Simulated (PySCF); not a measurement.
# CH₄ClO−, an ion with solvent molecules: interaction energy

One table from this session's results is given with a row withheld; the runs are named, their logs left out.

Programs: PySCF 2.14.0. All values are calculated, for the isolated system unless a continuum is named. Atoms count from 0, parts from 1.

## The system as given

7 atoms, charge -1, multiplicity 1; geometry: GFN2-xTB. Parts: 1 = atom 0, `[Cl-]`, charge -1; 2 = atoms 1–6, `CO`, charge 0.

Set-up of the first run:

The job: settings as JSON, then the geometry in Å.

```
{"job": {"xc": "PBE0", "basis": "def2-SVPD", "d3": "d3bj", "grid": 2, "kind": "geom", "shake": 0.01}, "charge": -1, "multiplicity": 1, "parts": [{"atoms": "0-0", "charge": -1, "multiplicity": 1}, {"atoms": "1-6", "charge": 0, "multiplicity": 1}]}
Cl    -1.152548     1.336749     0.438456
C     -0.231494     1.133042    -2.929986
O     -0.257109     2.346457    -2.249432
H      0.492307     0.414557    -2.471815
H     -1.226123     0.673271    -2.975395
H      0.102880     1.339780    -3.954866
H     -0.528178     2.139414    -1.316831
```

Started as:

```bash
OMP_NUM_THREADS=1 python cluster_run.py task.json out
```

The driver reads the jobs from task.json and runs them one after another.

Steps of the session up to this table: Optimising the geometry at PBE0-D3(BJ)/def2-SVPD; Coupled-cluster interaction energy: CCSD(T) and MP2.

One of the session's tables, all rows but one given; the rest of the session is left out.

It belongs to the step «Coupled-cluster interaction energy: CCSD(T) and MP2». 

| method | interaction energy (kcal/mol) |
| --- | --- |
| HF/aug-cc-pVDZ | ? |
| MP2/aug-cc-pVDZ | -15.98 |
| CCSD/aug-cc-pVDZ | -15.04 |
| CCSD(T)/aug-cc-pVDZ | -15.56 |
| HF/aug-cc-pVTZ | -12.97 |
| MP2/aug-cc-pVTZ | -17.13 |
| SCS-MP2/aug-cc-pVTZ | -15.87 |
| MP2, extrapolated | -17.52 |
| CCSD(T), limit estimate | -17.10 |

**Question.** Estimate the row for HF/aug-cc-pVDZ.

The run gave: interaction energy (kcal/mol): -12.74. In the column «interaction energy (kcal/mol)» it is the highest.

Limits of these values: The interaction energy leaves out the deformation of the parts, 1.08 kcal/mol (MP2); added to the CCSD(T) estimate it gives a binding of about -16.02 kcal/mol.
